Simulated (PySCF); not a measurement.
AlCl₂⁺: map over both bonds

All numbers come from PBE0 in PySCF with Al def2-TZVP, Cl def2-TZVP; no relativity; density-fitted integrals.

Rigid scan from the singlet minimum (Al–Cl 1.996 Å (×2); Cl–Al–Cl 180.0°). Coordinate: rows scale the first bond (Al–Cl), columns the second (Al–Cl). Energies in kJ/mol from the minimum.

Q: Give the energy map for rows 0.94, 0.97, 1.00, 1.04, 1.09, 1.15 and columns 0.94, 0.97, 1.00, 1.04, 1.09, 1.15.

A: 
```tsv
scale \ scale	0.94	0.97	1.00	1.04	1.09	1.15
0.94	39.8	24.4	19.7	25.9	47.7	86.5
0.97	24.4	9.1	4.5	10.9	32.8	71.6
1.00	19.7	4.5	0.0	6.5	28.5	67.4
1.04	25.9	10.9	6.5	13.1	35.2	74.1
1.09	47.7	32.8	28.5	35.2	57.4	96.2
1.15	86.5	71.6	67.4	74.1	96.2	134.7
```

Q: And the size of the dipole moment (D, about the centre of mass) on the same grid?

A: 
```tsv
scale \ scale	0.94	0.97	1.00	1.04	1.09	1.15
0.94	0.00	0.27	0.53	0.87	1.29	1.76
0.97	0.26	0.00	0.26	0.61	1.02	1.49
1.00	0.53	0.26	0.00	0.34	0.76	1.22
1.04	0.87	0.61	0.34	0.00	0.41	0.87
1.09	1.29	1.02	0.76	0.41	0.00	0.45
1.15	1.76	1.49	1.22	0.87	0.45	0.00
```
